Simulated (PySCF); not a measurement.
Working out the ionisation energy of Si

Si [Ne] 3s2 3p2 (3P) → Si⁺ [Ne] 3s2 3p1 (2P). All numbers are calculated (PySCF 2.14, no relativity, point nucleus, in aug-cc-pV(T+d)Z with one added diffuse shell each of s, p, d, f type (7s6p5d3f, 71 functions)). Frozen: [Ne]. Energies in hartree (1 hartree = 27.21139 eV):

```tsv
part	Si (lower)	Si⁺ (upper)
UHF	-288.856700	-288.576007
CCSD correlation	-0.074907	-0.058763
(T)	-0.002589	-0.001104
```

**Question.** What does Hartree-Fock give?

**Answer.** (-288.576007) − (-288.856700) = 0.280693 hartree = 7.638 eV.

**Question.** What do CCSD and CCSD(T) give?

**Answer.** The CCSD correlation energies differ by 0.016144 hartree = 0.439 eV and the triples by 0.001485 hartree = 0.040 eV, so CCSD gives 8.077 eV and CCSD(T) 8.117 eV.

Measured between the centres of the two terms (NIST): 8.157 eV, so CCSD(T) (valence) is off by -0.040 eV.

What remains against the reference includes basis incompleteness, the frozen core and higher excitations.
